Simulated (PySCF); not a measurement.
Compound: N-ethylethylenediamine, C4H12N2.
Bonds: C1–C2, C2–N3, N3–C4, C4–C5, C5–N6. Hydrogens: H7, H8, H9 on C1; H10, H11 on C2; H12 on N3; H13, H14 on C4; H15, H16 on C5; H17, H18 on N6.

The same species was optimised twice, with GFN2-xTB and with PBE0-D3(BJ)/def2-SVP (PySCF), and the same property calculations (PySCF, gas phase) were run on both structures.

```json
{"coordinate": "C4–C5 (Å)", "GFN2-xTB": "1.540", "PBE0-D3(BJ)/def2-SVP": "1.530", "change": "-0.010"}
{"coordinate": "C2–N3 (Å)", "GFN2-xTB": "1.453", "PBE0-D3(BJ)/def2-SVP": "1.447", "change": "-0.006"}
{"coordinate": "C1–C2 (Å)", "GFN2-xTB": "1.522", "PBE0-D3(BJ)/def2-SVP": "1.516", "change": "-0.006"}
{"coordinate": "N3–C4 (Å)", "GFN2-xTB": "1.454", "PBE0-D3(BJ)/def2-SVP": "1.449", "change": "-0.005"}
{"coordinate": "C5–N6 (Å)", "GFN2-xTB": "1.450", "PBE0-D3(BJ)/def2-SVP": "1.448", "change": "-0.002"}
{"coordinate": "C2–N3–C4 (°)", "GFN2-xTB": "114.1", "PBE0-D3(BJ)/def2-SVP": "115.3", "change": "+1.2"}
{"coordinate": "C1–C2–N3 (°)", "GFN2-xTB": "110.4", "PBE0-D3(BJ)/def2-SVP": "111.3", "change": "+0.9"}
{"coordinate": "N3–C4–C5 (°)", "GFN2-xTB": "110.5", "PBE0-D3(BJ)/def2-SVP": "111.3", "change": "+0.8"}
{"coordinate": "C4–C5–N6 (°)", "GFN2-xTB": "113.7", "PBE0-D3(BJ)/def2-SVP": "114.4", "change": "+0.7"}
{"coordinate": "C1–C2–N3–C4 (°)", "GFN2-xTB": "176", "PBE0-D3(BJ)/def2-SVP": "179", "change": "+3"}
{"coordinate": "C2–N3–C4–C5 (°)", "GFN2-xTB": "79", "PBE0-D3(BJ)/def2-SVP": "81", "change": "+2"}
{"coordinate": "N3–C4–C5–N6 (°)", "GFN2-xTB": "53", "PBE0-D3(BJ)/def2-SVP": "55", "change": "+2"}
```

Rotational constants: A = 6884, B = 1768, C = 1620 MHz (GFN2-xTB) against A = 6971, B = 1730, C = 1591 MHz (PBE0-D3(BJ)/def2-SVP). Point groups within 0.08 Å: C1 and C1.

On the GFN2-xTB structure: lowest singlet, TDDFT (eV) 5.75 [B3LYP/def2-SVPD]; lowest triplet, Tamm–Dancoff (eV) 5.57 [B3LYP/def2-SVPD]; isotropic polarisability (au) 70.1 [B3LYP/def2-SVPD]; HOMO (eV) -6.34 [B3LYP/def2-SVPD]; LUMO (eV) 0.35 [B3LYP/def2-SVPD]; dipole (D) 2.26 [B3LYP/def2-SVPD].

Task: What do these properties become on the PBE0-D3(BJ)/def2-SVP structure?

Result: 
```tsv
property	level	on GFN2-xTB	on PBE0-D3(BJ)/def2-SVP	change
lowest singlet, TDDFT (eV)	B3LYP/def2-SVPD	5.75	5.71	-0.04
lowest triplet, Tamm–Dancoff (eV)	B3LYP/def2-SVPD	5.57	5.52	-0.05
isotropic polarisability (au)	B3LYP/def2-SVPD	70.1	71.0	+0.9
HOMO (eV)	B3LYP/def2-SVPD	-6.34	-6.32	+0.02
LUMO (eV)	B3LYP/def2-SVPD	0.35	0.34	-0.01
dipole (D)	B3LYP/def2-SVPD	2.26	2.31	+0.05
energy, GFN2-xTB geometry as zero (kcal/mol)	B3LYP/def2-SVPD	0.0	-0.8	-0.8
```

The heavy atoms differ by 0.036 Å rms after alignment. Among bonds between heavy atoms C4–C5 changes most (-0.010 Å). Changes are differences of the printed values. Neither structure is proved a minimum here.

The values belong to the conformer `[CH3:1][CH2:2][NH:3][CH2:4][CH2:5][NH2:6]`: C1–C2–N3–C4 179°, C2–N3–C4–C5 81°, N3–C4–C5–N6 55°, H–N6–C5–C4 67°, H–N6–C5–C4 -46°.
